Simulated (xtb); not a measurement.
xtb input (GFN2-xTB):

```bash
xtb mol.xyz --gfn 2 --sp --chrg -1 --uhf 0
```
mol.xyz:
```
2

C     -0.00000000    -0.00000000    -0.62581248
N      0.00000000     0.00000000     0.53641070
```

Output:

```
           -------------------------------------------------
          |                Calculation Setup                |
           -------------------------------------------------

           -------------------------------------------------
          |                 G F N 2 - x T B                 |
           -------------------------------------------------

        Reference                      10.1021/acs.jctc.8b01176
      * Hamiltonian:
        H0-scaling (s, p, d)           1.850000    2.230000    2.230000
        zeta-weighting                 0.500000
      * Dispersion:
        s8                             2.700000
        a1                             0.520000
        a2                             5.000000
        s9                             5.000000
      * Repulsion:
        kExp                           1.500000    1.000000
        rExp                           1.000000
      * Coulomb:
        alpha                          2.000000
        third order                    shell-resolved
        anisotropic                    true
        a3                             3.000000
        a5                             4.000000
        cn-shift                       1.200000
        cn-exp                         4.000000
        max-rad                        5.000000

          ...................................................
          :                      SETUP                      :
          :.................................................:
          :  # basis functions                   8          :
          :  # atomic orbitals                   8          :
          :  # shells                            4          :
          :  # electrons                        10          :
          :  max. iterations                   250          :
          :  Hamiltonian                  GFN2-xTB          :
          :  restarted?                      false          :
          :  GBSA solvation                  false          :
          :  PC potential                    false          :
          :  electronic temp.          300.0000000     K    :
          :  accuracy                    1.0000000          :
          :  -> integral cutoff          0.2500000E+02      :
          :  -> integral neglect         0.1000000E-07      :
          :  -> SCF convergence          0.1000000E-05 Eh   :
          :  -> wf. convergence          0.1000000E-03 e    :
          :  Broyden damping             0.4000000          :
          :  net charge                         -1          :
          :  unpaired electrons                  0          :
          ...................................................

 iter      E             dE          RMSdq      gap      omega  full diag
   1     -5.1834731 -0.518347E+01  0.115E+01    4.88       0.0  T
   2     -5.1827736  0.699488E-03  0.821E+00    4.72       1.0  T
   3     -5.1707449  0.120286E-01  0.456E+00    4.65       1.0  T
   4     -5.2010749 -0.303300E-01  0.734E-01    4.64       1.0  T
   5     -5.2009897  0.852613E-04  0.310E-01    4.69       1.0  T
   6     -5.2011507 -0.160980E-03  0.238E-02    4.69       3.0  T
   7     -5.2011511 -0.423302E-06  0.134E-02    4.69       5.3  T
   8     -5.2011511 -0.281882E-07  0.889E-04    4.69      79.6  T
   9     -5.2011511 -0.119523E-08  0.459E-04    4.69     153.9  T

   *** convergence criteria satisfied after 9 iterations ***

         #    Occupation            Energy/Eh            Energy/eV
      -------------------------------------------------------------
         1        2.0000           -0.2775476              -7.5525
         2        2.0000           -0.1344275              -3.6580
         3        2.0000           -0.0865131              -2.3541
         4        2.0000           -0.0865131              -2.3541
         5        2.0000            0.0044315               0.1206 (HOMO)
         6                          0.1767031               4.8083 (LUMO)
         7                          0.1767031               4.8083
         8                          1.1969725              32.5713
      -------------------------------------------------------------
                  HL-Gap            0.1722717 Eh            4.6878 eV
             Fermi-level            0.0905673 Eh            2.4645 eV

 SCC (total)                   0 d,  0 h,  0 min,  0.001 sec
 SCC setup                      ...        0 min,  0.000 sec (  6.410%)
 Dispersion                     ...        0 min,  0.000 sec (  1.869%)
 classical contributions        ...        0 min,  0.000 sec (  1.054%)
 integral evaluation            ...        0 min,  0.000 sec ( 11.019%)
 iterations                     ...        0 min,  0.001 sec ( 58.903%)
 molecular gradient             ...        0 min,  0.000 sec ( 12.900%)
 printout                       ...        0 min,  0.000 sec (  7.205%)

         :::::::::::::::::::::::::::::::::::::::::::::::::::::
         ::                     SUMMARY                     ::
         :::::::::::::::::::::::::::::::::::::::::::::::::::::
         :: total energy              -5.110757394487 Eh    ::
         :: gradient norm              0.118013540334 Eh/a0 ::
         :: HOMO-LUMO gap              4.687751115859 eV    ::
         ::.................................................::
         :: SCC energy                -5.201151112035 Eh    ::
         :: -> isotropic ES            0.197109197870 Eh    ::
         :: -> anisotropic ES          0.004728655428 Eh    ::
         :: -> anisotropic XC          0.010511542316 Eh    ::
         :: -> dispersion             -0.000475204726 Eh    ::
         :: repulsion energy           0.090393717549 Eh    ::
         :: add. restraining           0.000000000000 Eh    ::
         :: total charge              -1.000000000000 e     ::
         :::::::::::::::::::::::::::::::::::::::::::::::::::::

           -------------------------------------------------
          |                Property Printout                |
           -------------------------------------------------

    * Orbital Energies and Occupations

         #    Occupation            Energy/Eh            Energy/eV
      -------------------------------------------------------------
         1        2.0000           -0.2775476              -7.5525
         2        2.0000           -0.1344275              -3.6580
         3        2.0000           -0.0865131              -2.3541
         4        2.0000           -0.0865131              -2.3541
         5        2.0000            0.0044315               0.1206 (HOMO)
         6                          0.1767031               4.8083 (LUMO)
         7                          0.1767031               4.8083
         8                          1.1969725              32.5713
      -------------------------------------------------------------
                  HL-Gap            0.1722717 Eh            4.6878 eV
             Fermi-level            0.0905673 Eh            2.4645 eV

     #   Z          covCN         q      C6AA      α(0)
     1   6 C        0.910    -0.384    49.583    11.784
     2   7 N        0.910    -0.616    37.120     8.812

 Mol. C6AA /au·bohr⁶  :        171.767307
 Mol. C8AA /au·bohr⁸  :       4401.596237
 Mol. α(0) /au        :         20.595858

Wiberg/Mayer (AO) data.
largest (>0.10) Wiberg bond orders for each atom

 ---------------------------------------------------------------------------
     #   Z sym  total        # sym  WBO       # sym  WBO       # sym  WBO
 ---------------------------------------------------------------------------
     1   6 C    2.850 --     2 N    2.850
     2   7 N    2.850 --     1 C    2.850
 ---------------------------------------------------------------------------

Topologies differ in total number of bonds
Note: The following floating-point exceptions are signalling: IEEE_DENORMAL
normal termination of xtb
Writing topology from bond orders to xtbtopo.mol

molecular dipole:
                 x           y           z       tot (Debye)
 q only:        0.000       0.000      -0.170
   full:       -0.000       0.000      -0.078       0.198
molecular quadrupole (traceless):
                xx          xy          yy          xz          yz          zz
 q only:        0.585       0.000       0.585       0.000       0.000      -1.170
  q+dip:        0.854       0.000       0.854       0.000       0.000      -1.709
   full:        1.600      -0.000       1.600       0.000       0.000      -3.200

           -------------------------------------------------
          | TOTAL ENERGY               -5.110757394487 Eh   |
          | GRADIENT NORM               0.118013540334 Eh/α |
          | HOMO-LUMO GAP               4.687751115859 eV   |
           -------------------------------------------------

------------------------------------------------------------------------
------------------------------------------------------------------------
 total:
 SCF:
```

This state (charge -1, singlet) is run at the relaxed geometry of the species with charge 0 and multiplicity 2.
